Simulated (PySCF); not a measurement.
Nitrogen: a sound run and one with changed settings

Sound run: N [He] 2s2 2p3, N⁺ [He] 2s2 2p2. Calculation: PySCF 2.14, in jorge-DZP-DKH (4s2p1d, 15 functions); the spin-free X2C one-electron Hamiltonian (Gaussian nucleus). The sound run starts from symmetry-adapted Hartree-Fock orbitals and uses a fine grid where one is needed.

Changed run: radial step 0.3 in ln r (0.13 in the sound run). This setting is unsound on purpose.

| species | method | sound run (hartree) | changed run (hartree) | converged |
| --- | --- | --- | --- | --- |
| N | UHF | -54.42629 | -54.42629 | yes |
| N | M06-L | -54.62324 | -54.62427 | yes |
| N | PBE | -54.55389 | -54.55370 | yes |
| N⁺ | UHF | -53.91446 | -53.91446 | yes |
| N⁺ | M06-L | -54.07925 | -54.07996 | yes |
| N⁺ | PBE | -54.01384 | -54.01367 | yes |

Ionisation energy of N:

| method | sound run (eV) | changed run (eV) |
| --- | --- | --- |
| UHF | 13.928 | 13.928 |
| M06-L | 14.803 | 14.812 |
| PBE | 14.696 | 14.695 |

A coarse radial grid mis-integrates the density and the exchange-correlation energy, with errors of either sign; Hartree-Fock needs no grid.

For comparison, NIST gives 14.534 eV between the lowest levels.
